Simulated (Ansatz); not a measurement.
System (SMILES): [C-]#[NH+] (C-NH).
Atoms: C1, N2, H3. Bonds: C1-N2, N2-H3.

Basis-set convergence of the harmonic zero-point energy at PBE0 with Ansatz (a quantum-chemistry and plane-wave program). Each level at its own minimum, finite differences of forces, unscaled; the reference is a large set that could be run, not a limit. Cartesian d functions, on some or all atoms, in 6-31G*, 6-31+G*; all else is spherical. The program fits the integrals of some runs and decomposes those of others, by size. No added dispersion term, no relativity. Reference: the value in def2-QZVPPD, 9.92 kcal/mol. Deviations are taken from unrounded values.

```csv
basis,functions,harmonic zero-point energy (kcal/mol)
6-31G*,32,9.96
6-31+G*,40,9.97
cc-pVDZ,33,9.89
aug-cc-pVDZ,55,9.78
def2-SVP,33,10.20
def2-SVPD,48,9.90
pcseg-1,33,9.99
aug-pcseg-1,55,9.78
6-311G**,42,9.97
6-311+G**,50,9.98
def2-TZVP,68,9.90
def2-TZVPD,83,9.91
cc-pVTZ,74,9.94
aug-cc-pVTZ,115,9.91
pcseg-2,74,9.95
aug-pcseg-2,115,9.94
def2-TZVPP,76,9.94
def2-TZVPPD,91,9.92
def2-QZVPP,144,9.93
def2-QZVPPD,159,9.92
```

What the diffuse functions change, pair by pair:
- 6-31G* to 6-31+G*: 8 more functions, deviation 0.05 to 0.05 kcal/mol
- cc-pVDZ to aug-cc-pVDZ: 22 more functions, deviation -0.02 to -0.13 kcal/mol
- def2-SVP to def2-SVPD: 15 more functions, deviation 0.28 to -0.02 kcal/mol
- pcseg-1 to aug-pcseg-1: 22 more functions, deviation 0.07 to -0.14 kcal/mol
- 6-311G** to 6-311+G**: 8 more functions, deviation 0.05 to 0.07 kcal/mol
- def2-TZVP to def2-TZVPD: 15 more functions, deviation -0.02 to 0.00 kcal/mol
- cc-pVTZ to aug-cc-pVTZ: 41 more functions, deviation 0.02 to 0.00 kcal/mol
- pcseg-2 to aug-pcseg-2: 41 more functions, deviation 0.04 to 0.02 kcal/mol
- def2-TZVPP to def2-TZVPPD: 15 more functions, deviation 0.02 to 0.01 kcal/mol
- def2-QZVPP to def2-QZVPPD: 15 more functions, deviation 0.01 to 0.00 kcal/mol

Leaving out the reference's own pair, they bring the value nearer the reference by more than 0.01 kcal/mol in 5 of 9 pairs.
